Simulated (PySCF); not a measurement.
## Potential energy of AlS⁻ along the bond

Set-up: basis Al def2-SVPD, S def2-SVPD; no relativity; PySCF 2.14. Energies in eV from Al + S⁻ in their ground configurations at the same level. State: ¹Σ⁺ (singlet), closed shell.

```csv
R (Å),PBE,revPBE
1.819,-3.580,-3.340
1.903,-4.239,-4.015
1.988,-4.612,-4.402
2.052,-4.754,-4.552
2.115,-4.807,-4.613
2.179,-4.791,-4.605
2.263,-4.692,-4.514
2.369,-4.481,-4.312
2.496,-4.153,-3.993
2.665,-3.660,-3.511
```

Put a parabola through the three lowest points of the PBE curve and estimate Re, k and ωe (reduced mass 14.63 u; 1 eV/Å² = 0.16022 mdyn/Å; ωe = 1302.8·√(k/μ) cm⁻¹).

Through R = 2.052, 2.115, 2.179 Å the second-order coefficient is 8.59 eV/Å², so Re ≈ 2.132 Å, k ≈ 2.75 mdyn/Å and ωe ≈ 565 cm⁻¹. A polynomial fit of higher order to the unrounded PBE energies gives Re = 2.130 Å, k = 2.54 mdyn/Å, ωe = 543 cm⁻¹; anharmonicity and rounding make the difference.

The higher-order fit for each curve: PBE: Re = 2.130 Å, ωe = 543 cm⁻¹, De = 4.81 eV; revPBE: Re = 2.137 Å, ωe = 538 cm⁻¹, De = 4.62 eV.

For an ion De counts to the pair picked by the measured ionisation energies or electron affinities, which need not be the lowest pair at this level.
